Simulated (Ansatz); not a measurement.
Input for Ansatz (development build ahead of 0.2.0):

```yaml
crystal:
  periodic: [false, false, false]
  atoms:
    - { symbol: C, position_ang: [0.0, 0.0, 0.0] }
    - { symbol: Na, position_ang: [1.33023, 1.77365, 3.84006] }
basis:
  gaussian: { orbitals: STO-3G }
magnetization:
  initial_magnetization: 1
hamiltonian:
  xc: hf
correlation:
  method: fci
  frozen_orbitals: { C: 1, Na: 1 }
```

The input is written out in the form of the current development build from the run's settings.

Results

```
Converged    : yes
Total energy : -196.93011 hartree
State        : lowest doublet root, of any spatial symmetry
```
